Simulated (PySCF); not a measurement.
Input of a run (PBE0-D3(BJ)/def2-TZVP geometry optimisation, gas phase (PySCF 2.14.0)), started from GFN2-xTB:
```
{"job": {"xc": "PBE0", "basis": "def2-TZVP", "d3": "d3bj", "grid": 2, "shake": 0.01, "kind": "geom"}, "charge": 0, "multiplicity": 1}
C      2.129210    -0.146340     0.143800
C      0.852940    -0.310990    -0.131980
C     -0.417950    -0.475460    -0.425970
C     -1.433050     0.488100    -0.020770
Cl    -2.493160    -0.244280     1.268800
H      2.545950    -0.481670     1.050520
H      2.776210     0.395980    -0.539120
H     -0.710000    -1.357710    -0.942840
H     -1.054370     1.412050     0.410550
H     -2.145350     0.699400    -0.834050
```

Output (energies in Eh, forces in Eh/bohr):
```
step   0  E = -615.29963621  max force = 0.034590
step   1  E = -615.30165104  max force = 0.008093
step   2  E = -615.30214012  max force = 0.008164
step   3  E = -615.30263185  max force = 0.004131
step   4  E = -615.30270374  max force = 0.001121
step   5  E = -615.30271589  max force = 0.000817
step   6  E = -615.30272089  max force = 0.000125
optimisation converged
```

Problem. Summarise the run.

Solution. The energy falls by 1.9 kcal/mol over 7 energy and gradient evaluations, the largest force component goes from 0.0346 to 1.3e-04 Eh/bohr, and the atoms move by 0.057 Å rms after alignment. The bond that changes most is C1–H6 (outer carbon of cumulated double bonds to hydrogen on carbon), which lengthens by 0.033 Å. Bonds longer at the end by more than 0.005 Å: 3 of 9; shorter: 4. Among the angles that change most is C3–C4–H9, from 115.4° to 111.5°. The energy never rose by more than 1e-6 Eh on the way. The first step brought 65 % of the lowering.

Problem. What are the final bond lengths?

Solution. C1=C2 1.298 Å, C2=C3 1.302 Å, C3–C4 1.488 Å, C4–Cl5 1.796 Å, C1–H6 1.086 Å, C1–H7 1.085 Å, C3–H8 1.087 Å, C4–H9 1.087 Å, C4–H10 1.090 Å. Numbering counts from 1 in the input's order; the species is `C=C=CCCl`.

The run used 191 basis functions and 50 SCF cycles in all. Time: 79 s of wall time; peak memory 0.82 GiB. Hardware: one thread, Arm Neoverse V1 (aarch64), on a shared host.

No frequency check. One conformer, not necessarily the lowest.

Conformer computed: `[CH2:1]=[C:2]=[CH:3][CH2:4][Cl:5]`: C2–C3–C4–Cl5 -115°.
